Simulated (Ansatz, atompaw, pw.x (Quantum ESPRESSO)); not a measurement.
# Equation-of-state test of one PAW (atompaw) potential (copper)

```json
{
  "Element": "copper (Cu)",
  "Generator": "atompaw 4.2.0.5",
  "Type": "PAW",
  "Functional": "PBEsol",
  "Relativity": "scalar-relativistic",
  "Frozen core": "[Ar]",
  "Valence charge": "11",
  "Reference configuration": "3d10 4s1 4p0",
  "Partial waves": "4s (bound): rc 2.65 bohr; 4s channel at 0.2 Ry: rc 2.65 bohr; 4p (bound, empty): rc 2.65 bohr; 4p channel at 0.25 Ry: rc 2.65 bohr; 3d (bound): rc 1.35 bohr; 3d channel at 0.1 Ry: rc 1.35 bohr",
  "Local potential": "bessel scheme, radius 2.25 bohr",
  "Core correction": "smooth core density matched at 1.45 bohr",
  "Augmentation charge": "besselshape compensation charge, radius 1.16 bohr; PAW radius 2.65 bohr; waves and projectors: custom rrkj vanderbiltortho"
}
```

Atomic tests: cutoffs needed: 60 Ry and 110 Ry (the cutoffs (Ry, on a coarse ladder) from which the occupation-weighted sum of valence levels, in a spherical-Bessel basis at the reference potential, stays within 10 and 1 mRy of its value at 400 Ry); ghost test: no extra level below or beside the all-electron valence levels (s, p, d, f tested) (spherical-Bessel basis up to 400 Ry, 20 bohr box); lowest eigenvalue of the overlap operator: 0.43 (s channel).

Crystal test: fcc Cu in pw.x 7.5, no spin, 16³ k-points, Fermi–Dirac smearing 0.01 Ry, cutoffs 135/900 Ry. The reference is all-electron LAPW (Ansatz 0.2.0) with the same functional, mesh and smearing; V0 and B0 come from Birch–Murnaghan fits to the pressures at five volumes. Errors are pseudo minus all-electron; Δ is the rms difference of the E(V) curves that follow from these fits, minima aligned, over ±6 % about the mean V0. Mesh and smearing are coarse, so the numbers serve the comparison and aren't converged zero-temperature values; the lattice is a test structure that the element need not adopt.

```csv
V (Å³/atom),P all-electron (GPa),P pseudo (GPa)
10.789,9.10,10.91
11.073,3.92,5.49
11.357,-0.53,0.84
11.641,-4.36,-3.19
11.925,-7.66,-6.58
```

All-electron: a0 = 3.564 Å (V0 = 11.32 Å³/atom), B0 = 167.7 GPa.

Pseudopotential: mean pressure error (GPa): +1.40; a0 (Å): 3.574; a0 error (%): +0.27; B0 error (%): +0.2; Δ (meV/atom): 3.4. The largest radius (2.65 bohr) exceeds half the bond length (2.38 bohr), so the spheres overlap, which is one possible source of error among others.

Task: At the middle volume, how do free energy and pressure move when the wave cutoff is lowered (ecutrho held at 900 Ry)?

Result:

```json
{"cutoff (Ry)": "61", "shift of F (meV/atom)": "+113.2", "shift of P (GPa)": "-2.74"}
{"cutoff (Ry)": "81", "shift of F (meV/atom)": "+59.0", "shift of P (GPa)": "-3.41"}
{"cutoff (Ry)": "108", "shift of F (meV/atom)": "+5.5", "shift of P (GPa)": "+0.40"}
```

Input at the middle volume:

```
&control
  calculation='scf', prefix='x', pseudo_dir='./', outdir='./tmp', tstress=.true., disk_io='none'
/
&system
  ibrav=0, nat=1, ntyp=1, ecutwfc=135, ecutrho=900, nbnd=13,
  occupations='smearing', smearing='fd', degauss=0.01
/
&electrons
  conv_thr=1e-09, mixing_beta=0.4, electron_maxstep=70
/
ATOMIC_SPECIES
Cu 1.0 Cu.UPF
CELL_PARAMETERS angstrom
  0.00000000 1.78406721 1.78406721
  1.78406721 0.00000000 1.78406721
  1.78406721 1.78406721 0.00000000
ATOMIC_POSITIONS crystal
Cu 0.0000 0.0000 0.0000
K_POINTS automatic
16 16 16 0 0 0
```

```bash
pw.x < Cu.scf.in > Cu.scf.out
```

Lines of the output:

```
Message from routine setup:
     using ibrav=0 with symmetry is DISCOURAGED, use correct ibrav instead
     lattice parameter (alat)  =       4.7679  a.u.
     unit-cell volume          =      76.6408 (a.u.)^3
     number of electrons       =        11.00
     number of Kohn-Sham states=           13
     kinetic-energy cutoff     =     135.0000  Ry
     charge density cutoff     =     900.0000  Ry
     scf convergence threshold =      1.0E-09
     Exchange-correlation= SLA PW PSX PSC
     number of k points=   145  Fermi-Dirac smearing, width (Ry)=  0.0100
     iteration #  1     ecut=   135.00 Ry     beta= 0.40
     total energy              =    -210.42848891 Ry
     estimated scf accuracy    <       0.48360030 Ry
     iteration #  2     ecut=   135.00 Ry     beta= 0.40
     total energy              =    -210.51228214 Ry
     estimated scf accuracy    <       0.12600077 Ry
     iteration #  3     ecut=   135.00 Ry     beta= 0.40
     total energy              =    -210.54220453 Ry
     estimated scf accuracy    <       0.00770293 Ry
     iteration #  4     ecut=   135.00 Ry     beta= 0.40
     total energy              =    -210.54192706 Ry
     estimated scf accuracy    <       0.00180258 Ry
     iteration #  5     ecut=   135.00 Ry     beta= 0.40
     total energy              =    -210.54208024 Ry
     estimated scf accuracy    <       0.00001172 Ry
     iteration #  6     ecut=   135.00 Ry     beta= 0.40
     total energy              =    -210.54208017 Ry
     estimated scf accuracy    <       0.00000389 Ry
     iteration #  7     ecut=   135.00 Ry     beta= 0.40
     total energy              =    -210.54208059 Ry
     estimated scf accuracy    <          6.8E-09 Ry
     iteration #  8     ecut=   135.00 Ry     beta= 0.40
     total energy              =    -210.54208059 Ry
     estimated scf accuracy    <          6.2E-09 Ry
     iteration #  9     ecut=   135.00 Ry     beta= 0.40
     the Fermi energy is    13.3388 ev
!    total energy              =    -210.54208059 Ry
     estimated scf accuracy    <          5.4E-10 Ry
     smearing contrib. (-TS)   =      -0.00136665 Ry
     The total energy is F=E-TS. E is the sum of the following terms:
     one-electron contribution =     -26.81971809 Ry
     hartree contribution      =      29.02391216 Ry
     xc contribution           =     -19.95555185 Ry
     ewald contribution        =     -82.27569731 Ry
     one-center paw contrib.   =    -110.51365885 Ry
     convergence has been achieved in   9 iterations
          total   stress  (Ry/bohr**3)                   (kbar)     P=        8.45
     Message from routine punch:
     Nothing written, as per user request (disk_io='none')
```

The run at the middle volume (145 k-points, 9 iterations) took about 28 s on one core of a shared host (Intel(R) Xeon(R) 6975P-C, 192 threads, 1512 GiB, load 85).
